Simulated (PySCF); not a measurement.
**How the numerical set-up moves the result for BN (triplet)**

Which parts of the numerical set-up matter for BN (triplet)? Each run edits the base script.

The runs use PySCF 2.14.0; each script names its method and basis.

2 further runs of the same task are left out: 2 that didn't finish.

### 1 The system as given

BN (triplet): 2 atoms, charge 0, spin multiplicity 3.

Bond lengths: B1–N2 1.323 Å.

### 2 Base script

input.py

```python
from pyscf import gto, dft

mol = gto.M(
    atom='B 0 0 0; N 0 0 1.323',
    basis='sto-3g',
    charge=0,
    spin=2,
    verbose=4,
)
mf = dft.UKS(mol, xc='m06')
mf.kernel()
mf.analyze()
print('orbital energies (hartree):', [e[max(0, n-3):n+3].round(4) for e, n in zip(mf.mo_energy, mol.nelec)])
```

Command:

```sh
OMP_NUM_THREADS=1 python input.py
```

The log of this run is left out.

Base result: E(SCF) = -78.285908 Eh, 11 cycles, ⟨S²⟩ = 2.001, μ = 1.61 D.

The bond length is a typed value, not an optimised one. The triplet is typed in the script; nothing here shows that it is the ground state.

### 3 Jorge-dzp-dkh (X2C on)

Variant 1 changes basis set: sto-3g → jorge-dzp-dkh; spin-free X2C: off → on.

input.py

```python
from pyscf import gto, dft

mol = gto.M(
    atom='B 0 0 0; N 0 0 1.323',
    basis='jorge-dzp-dkh',
    charge=0,
    spin=2,
    verbose=4,
)
mf = dft.UKS(mol, xc='m06')
mf = mf.sfx2c1e()
mf.kernel()
mf.analyze()
print('orbital energies (hartree):', [e[max(0, n-3):n+3].round(4) for e, n in zip(mf.mo_energy, mol.nelec)])
```

Command:

```sh
OMP_NUM_THREADS=1 python input.py
```

### 4 Cartesian functions on

Variant 2 changes Cartesian functions: off → on.

Edit input.py of step 2 so:

```diff
@@ -7,2 +7,3 @@
     spin=2,
+    cart=True,
     verbose=4,
```

**Question.** What will these runs give? Wanted: for each run, E(SCF); from base; gap, α spin; SCF dipole.

As calculated:

```
                   run  E(SCF) (hartree)  from base (eV)  cycles  gap, α spin (eV)  SCF dipole (D)  functions
                  base        -78.285908               0      11              8.72            1.61         10
jorge-dzp-dkh (X2C on)        -79.405329  not comparable      11              7.95            1.80         30
Cartesian functions on        -78.285908          0.0000      11              8.72            1.61         10
```

**Reading.** No change of the SCF energy comes from Cartesian functions on. The basis has no d shells, so the Cartesian switch can't act.
